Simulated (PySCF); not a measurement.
Compound: C₅H₅Cl.
Structure used (PBE0-D3(BJ)/def2-SVP), in Å, numbered top down from 1:
```
atom  x, y, z in Å
C1    -1.9347   -0.1118    0.3031
C2    -0.5588    0.3840    0.4341
C3     0.3008    1.3298    0.7775
C4     0.8419    0.1125    0.2459
C5     1.8522   -0.6660   -0.1286
Cl6    3.5093   -0.1406   -0.0052
H7    -2.6696    0.6281    0.6472
H8    -2.1426   -0.3667   -0.7482
H9    -2.0559   -1.0399    0.8839
H10    0.4889    2.3231    1.1771
H11    1.7214   -1.6682   -0.5345
```

Computed with core-valence-separated Tamm–Dancoff BHandHLYP/aug-pcX-1 (pcseg-1 on H, def2-SVPD on Cl) in PySCF, non-relativistic, gas phase, PBE0-D3(BJ)/def2-SVP geometry. BHandHLYP without relativity tends to put these K edges a few eV too low, so spacings mean more than positions.

The lowest roots of each edge with f over 0.003 (five at most, numbered afresh; weaker and dark ones are left out), with transition dipoles (au) in the frame of the coordinates:

```csv
root,edge,E (eV),μx,μy,μz
1,C,283.10,0.0046,-0.0354,0.0859
2,C,283.25,-0.0050,0.0385,-0.0934
3,C,284.53,0.0052,-0.0401,0.0971
4,C,285.04,0.0818,0.0275,0.0122
5,C,285.11,-0.0006,-0.0339,0.0777
```

Task: What are the oscillator strengths?

Result: f = (2/3) ΔE |μ|², with ΔE in hartree (27.2114 eV):

```csv
root,ΔE (Eh),|μ|² (au),f,core hole on
1,10.4038,0.008653,0.060,C3
2,10.4092,0.010231,0.071,C2
3,10.4562,0.011063,0.077,C4
4,10.4751,0.007596,0.053,C5
5,10.4774,0.007187,0.050,C5
```

Task: Molecules are fixed in this frame and the field points along (1, 1, 0)/√2. What effective strengths 3 f cos²θ do the roots have (θ between field and μ)?

Result: root 1 (C3): 0.010, root 2 (C2): 0.012, root 3 (C4): 0.013, root 4 (C5): 0.125, root 5 (C5): 0.012. Root 4 is the strongest. Averaged over all orientations cos²θ is 1/3, which gives f back.

